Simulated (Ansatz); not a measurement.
Basis-set extrapolation for `CC(C)CC(C)(C)C` (PBE0-D4/def2-TZVP geometry, frozen core, the Gaussian-basis code of Ansatz). Multiplicity 1, RHF reference.

```tsv
	def2-TZVPP	def2-QZVPP
HF	-313.537757	-313.552554
MP2 correlation	-1.429507	-1.516281
CCSD(T) correlation	-1.578161	not run
```

Energies in hartree. Use E(X) = E(∞) + A·exp(−7.88·√X) for Hartree–Fock and E(X) = E(∞) + B·X^(−2.97) for correlation, with X = 3 and 4, and add CCSD(T) minus MP2 of the smaller set to the MP2 limit.

Task: What is the CCSD(T) energy at the basis-set limit?

Result: HF limit: -313.552554 + (-0.014797) × 0.13774 = -313.55459. MP2 limit: -1.516281 + (-0.086774) × 0.74074 = -1.58056. Higher-order term: -1.578161 − (-1.429507) = -0.14865. Total: -315.28380 hartree, 105.3 kcal/mol below CCSD(T)/def2-TZVPP.
